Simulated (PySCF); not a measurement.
**Working out the ionisation energy of N**

N [He] 2s2 2p3 (4S) → N⁺ [He] 2s2 2p2 (3P). Calculation: PySCF 2.14, in aug-cc-pwCVDZ (5s4p2d, 27 functions); no relativity, point nucleus. Frozen: nothing. Energies in hartree (1 hartree = 27.21139 eV):

| part | N (lower) | N⁺ (upper) |
| --- | --- | --- |
| UHF | -54.393265 | -53.881662 |
| CCSD correlation | -0.126103 | -0.110146 |
| (T) | -0.001468 | -0.001081 |

Question: What does Hartree-Fock give?

Answer: (-53.881662) − (-54.393265) = 0.511603 hartree = 13.921 eV.

Question: What do CCSD and CCSD(T) give?

Answer: The CCSD correlation energies differ by 0.015957 hartree = 0.434 eV and the triples by 0.000387 hartree = 0.011 eV, so CCSD gives 14.355 eV and CCSD(T) 14.366 eV.

Measured between the centres of the two terms (NIST): 14.545 eV, so CCSD(T) (valence and next inner shell) is off by -0.179 eV.

A double-zeta basis recovers only part of the correlation energy.

What remains against the reference includes basis incompleteness and higher excitations.
